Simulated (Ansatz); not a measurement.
A trace of molecular dynamics of CH3AlF (6 atoms, charge 0, multiplicity 2).

These are results of UKS PBE-D4/def2-SVP (Ansatz 0.2.0), not measurements.

| Item | Value |
| --- | --- |
| ensemble | NVE (velocity Verlet) |
| starting velocities drawn for | 300 K |
| seed | 8885 |

```json
{"time (fs)": "0.0", "T (K)": "300", "potential energy less start (eV)": "0.000", "conserved less start (meV/atom)": "0.00"}
{"time (fs)": "4.0", "T (K)": "223", "potential energy less start (eV)": "0.040", "conserved less start (meV/atom)": "0.07"}
{"time (fs)": "8.0", "T (K)": "238", "potential energy less start (eV)": "0.033", "conserved less start (meV/atom)": "0.16"}
{"time (fs)": "12.0", "T (K)": "721", "potential energy less start (eV)": "-0.217", "conserved less start (meV/atom)": "0.12"}
{"time (fs)": "16.0", "T (K)": "1839", "potential energy less start (eV)": "-0.798", "conserved less start (meV/atom)": "-0.47"}
{"time (fs)": "20.0", "T (K)": "1466", "potential energy less start (eV)": "-0.604", "conserved less start (meV/atom)": "-0.28"}
{"time (fs)": "24.0", "T (K)": "966", "potential energy less start (eV)": "-0.343", "conserved less start (meV/atom)": "0.25"}
{"time (fs)": "28.0", "T (K)": "2458", "potential energy less start (eV)": "-1.118", "conserved less start (meV/atom)": "-0.41"}
{"time (fs)": "32.0", "T (K)": "2314", "potential energy less start (eV)": "-1.042", "conserved less start (meV/atom)": "-0.16"}
{"time (fs)": "36.0", "T (K)": "1020", "potential energy less start (eV)": "-0.371", "conserved less start (meV/atom)": "0.27"}
{"time (fs)": "40.0", "T (K)": "1510", "potential energy less start (eV)": "-0.627", "conserved less start (meV/atom)": "-0.20"}
{"time (fs)": "44.0", "T (K)": "1894", "potential energy less start (eV)": "-0.826", "conserved less start (meV/atom)": "-0.34"}
{"time (fs)": "48.0", "T (K)": "853", "potential energy less start (eV)": "-0.284", "conserved less start (meV/atom)": "0.29"}
{"time (fs)": "52.0", "T (K)": "1397", "potential energy less start (eV)": "-0.570", "conserved less start (meV/atom)": "-0.50"}
{"time (fs)": "56.0", "T (K)": "2286", "potential energy less start (eV)": "-1.032", "conserved less start (meV/atom)": "-0.93"}
{"time (fs)": "60.0", "T (K)": "1468", "potential energy less start (eV)": "-0.603", "conserved less start (meV/atom)": "0.24"}
{"time (fs)": "64.0", "T (K)": "2091", "potential energy less start (eV)": "-0.928", "conserved less start (meV/atom)": "-0.42"}
{"time (fs)": "68.0", "T (K)": "1717", "potential energy less start (eV)": "-0.735", "conserved less start (meV/atom)": "-0.40"}
{"time (fs)": "72.0", "T (K)": "1425", "potential energy less start (eV)": "-0.582", "conserved less start (meV/atom)": "-0.03"}
{"time (fs)": "76.0", "T (K)": "1824", "potential energy less start (eV)": "-0.789", "conserved less start (meV/atom)": "-0.23"}
{"time (fs)": "80.0", "T (K)": "1348", "potential energy less start (eV)": "-0.543", "conserved less start (meV/atom)": "-0.17"}
{"time (fs)": "84.0", "T (K)": "1179", "potential energy less start (eV)": "-0.456", "conserved less start (meV/atom)": "-0.19"}
{"time (fs)": "88.0", "T (K)": "1474", "potential energy less start (eV)": "-0.608", "conserved less start (meV/atom)": "-0.15"}
{"time (fs)": "92.0", "T (K)": "1330", "potential energy less start (eV)": "-0.532", "conserved less start (meV/atom)": "0.00"}
{"time (fs)": "96.0", "T (K)": "1048", "potential energy less start (eV)": "-0.387", "conserved less start (meV/atom)": "0.02"}
{"time (fs)": "100.0", "T (K)": "2038", "potential energy less start (eV)": "-0.900", "conserved less start (meV/atom)": "-0.26"}
```

Is this trajectory sound?

The conserved energy stayed within 0.94 meV per atom of its start (net change -0.26 meV per atom), so the integration is sound. The kinetic energy rose, since the run started high on the potential surface and went downhill. A run of 0.1 ps of so small a system gives no equilibrium averages. The time step was 0.5 fs.

The run took 6.7 min on 1 thread of Arm Neoverse V1, on a shared host, peak memory 0.11 GiB.
